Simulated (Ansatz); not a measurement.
Geometry optimisation, RKS PBE-D4/6-31G* in Ansatz 0.2.0.

input.yaml

```yaml
crystal:
  periodic: [false, false, false]
  atoms:
    - { symbol: C, position_ang: [-0.4553, -1.5332, 0.9711] }
    - { symbol: O, position_ang: [0.7106, -0.7844, 0.7481] }
    - { symbol: C, position_ang: [0.7567, -0.2229, -0.5723] }
    - { symbol: C, position_ang: [0.0526, 1.059, -0.7251] }
    - { symbol: "N", position_ang: [-0.8912, 1.2047, -1.6766] }
    - { symbol: S, position_ang: [0.2499, 2.3616, 0.4098] }
    - { symbol: H, position_ang: [-0.4682, -1.8859, 1.9809] }
    - { symbol: H, position_ang: [-0.5486, -2.3074, 0.2518] }
    - { symbol: H, position_ang: [-1.3608, -0.8044, 0.8984] }
    - { symbol: H, position_ang: [1.8414, 0.0295, -0.7222] }
    - { symbol: H, position_ang: [0.4831, -0.9621, -1.2919] }
    - { symbol: H, position_ang: [0.6939, 1.53897, -1.46433] }
    - { symbol: H, position_ang: [0.9214, 1.6498, 1.2686] }
basis:
  gaussian: { orbitals: "6-31G*" }
hamiltonian:
  xc: pbe
  dispersion: d4
relax:
  f_tol: 0.02
  max_steps: 50
output:
  orbitals: {}
```

Run as:

```bash
$ ansatz run input.yaml --threads 2 --pin off --max-ram 3072MiB --backend cpu --events-out ev --progress --plain --runs-dir out
```

Problem. Where does it end, and by what steps?

Solution. It converged. After 20 steps the energy has fallen by 4.879 eV; H12 moved furthest, 1.53 Å. Parted: C4–H12. Joined: N5–H12.

| step | energy less start (eV) | largest force component (eV/Å) | accepted |
| --- | --- | --- | --- |
| 0 | 0.0000 | 3.537 | yes |
| 1 | -0.9047 | 1.769 | yes |
| 2 | -1.2905 | 1.556 | yes |
| 3 | -1.7023 | 1.346 | yes |
| 4 | -2.0946 | 3.392 | yes |
| 5 | -2.7484 | 2.678 | yes |
| 6 | -3.4721 | 2.736 | yes |
| 7 | -4.0062 | 2.119 | yes |
| 8 | -4.4970 | 1.579 | yes |
| 9 | -4.7129 | 1.824 | yes |
| 10 | -4.7838 | 1.384 | yes |
| 11 | -4.8540 | 0.594 | yes |
| 12 | -4.8424 | 0.738 | no |
| 13 | -4.8671 | 0.086 | yes |
| 14 | -4.8739 | 0.106 | yes |
| 15 | -4.8769 | 0.080 | yes |
| 16 | -4.8779 | 0.081 | yes |
| 17 | -4.8785 | 0.056 | yes |
| 18 | -4.8787 | 0.025 | yes |
| 19 | -4.8787 | 0.027 | no |
| 20 | -4.8788 | 0.007 | yes |

```xyz
13
Properties=species:S:1:pos:R:3
C -0.500 -1.357 1.029
O 0.820 -0.858 0.803
C 0.978 -0.351 -0.513
C 0.276 0.986 -0.771
N -0.193 1.214 -1.940
S 0.284 2.124 0.624
H -0.515 -1.747 2.058
H -0.740 -2.176 0.323
H -1.266 -0.563 0.928
H 2.064 -0.207 -0.652
H 0.612 -1.062 -1.279
H -0.582 2.168 -2.022
H 0.750 1.174 1.489
```

Whether the end is a true minimum wasn't checked by a vibrational analysis.

Run time: 45 s on 2 threads of Intel(R) Xeon(R) Platinum 8488C (Sapphire Rapids) (shared host), peak memory 0.17 GiB.
